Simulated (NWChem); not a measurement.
# LiF; SMILES [Li][F]

```xyz
2

Li     0.0000     0.0000    -1.1599
F      0.0000     0.0000     0.3996
```
Atoms are numbered in this order, from 1.

All runs use the structure optimised with PBE0-D3(BJ)/def2-TZVP.

Problem. List the 4 lowest vertical singlet excitations and the 4 lowest triplet ones from LDA (Slater exchange, VWN5)/def2-SVP, TDA (NWChem).

Solution. 
```json
[
 {"state": "S1", "energy (eV)": "4.02", "oscillator strength": "0.030", "leading excitation (squared amplitude)": "HOMO → LUMO (1.00)"},
 {"state": "S2", "energy (eV)": "4.02", "oscillator strength": "0.030", "leading excitation (squared amplitude)": "HOMO−1 → LUMO (1.00)"},
 {"state": "S3", "energy (eV)": "4.36", "oscillator strength": "0.001", "leading excitation (squared amplitude)": "HOMO−2 → LUMO (1.00)"},
 {"state": "S4", "energy (eV)": "6.96", "oscillator strength": "0.000", "leading excitation (squared amplitude)": "HOMO−1 → LUMO+2 (0.49)"},
 {"state": "T1", "energy (eV)": "4.05", "oscillator strength": "spin-forbidden", "leading excitation (squared amplitude)": "HOMO → LUMO (1.00)"},
 {"state": "T2", "energy (eV)": "4.05", "oscillator strength": "spin-forbidden", "leading excitation (squared amplitude)": "HOMO−1 → LUMO (1.00)"},
 {"state": "T3", "energy (eV)": "4.35", "oscillator strength": "spin-forbidden", "leading excitation (squared amplitude)": "HOMO−2 → LUMO (1.00)"},
 {"state": "T4", "energy (eV)": "6.45", "oscillator strength": "spin-forbidden", "leading excitation (squared amplitude)": "HOMO−1 → LUMO+1 (0.50)"}
]
```
